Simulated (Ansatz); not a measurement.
Results of PBE-D3(BJ) in Ansatz (plane waves, PAW) for cubic Cu₃N.

Numerical settings: plane-wave cutoff 520 eV, 10×10×10 k mesh, Fermi–Dirac smearing 0.01 eV, no spin polarisation, scalar-relativistic PAW data made under PBE.

Computed at the level's own relaxed cell.

Estimate the lattice parameter a that the calculation returns.


* **lattice parameter a**: 3.783 Å

Static lattice: no zero-point or thermal effects.

The result took very roughly 30 core-seconds.

Ansatz is a program for electronic structure.
